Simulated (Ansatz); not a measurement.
Ideal-gas functions of H₄NSSi (`N[SiH2][S]`) radical at 800 K and 1 bar, from an Ansatz frequency run at PBE0-D4/def2-TZVP.

Molar mass 78.19 g/mol, point group Cs (symmetry number 1), electronic degeneracy 2, moments of inertia 31.777, 119.31, 142.326 u Å². Harmonic wavenumbers (cm⁻¹, unscaled): 140, 150, 461, 522, 551, 657, 824, 843, 882, 958, 1582, 2236, 2238, 3589, 3684.

Use S(trans) = R[1.5 ln M + 2.5 ln T − 1.1517]; rotational temperatures θ = 24.2544 K / I; S(rot) = R[ln(√π/σ · √(T³/θAθBθC)) + 1.5]; for each mode x = 1.438777 ν̃/T, S = R[x/(eˣ − 1) − ln(1 − e⁻ˣ)] and H = RT x/(eˣ − 1); 1 cm⁻¹ = 0.0119627 kJ/mol; R = 8.31446 J/(mol·K).

Task: By hand: the entropy, in J/(mol·K).

Result: Translation 183.7. Rotation: θ = 0.7633, 0.2033, 0.1704 K, giving 115.7. Vibration, mode by mode: 19.80, 19.23, 10.11, 9.14, 8.72, 7.39, 5.77, 5.61, 5.30, 4.75, 1.96, 0.76, 0.76, 0.10, 0.08, in all 99.5. Electronic 5.8. Sum 404.7 J/(mol·K).

Task: By hand: H − E and G − E in kJ/mol, counted from the electronic energy.

Result: Zero-point energy ½ × 19317 × 0.0119627 = 115.5; thermal vibration 40.5; translation, rotation and pV give 4 RT = 26.6. H − E = 182.6 kJ/mol, and G − E = 182.6 − 800 × 404.7/1000 = -141.2 kJ/mol.

Vibration gives 25 % of the entropy, 19.8 J/(mol·K) of it from the mode under 150 cm⁻¹: soft modes count most, and the harmonic formula is weakest for them. The sum counts one conformer and one mirror image; others add a mixing term.
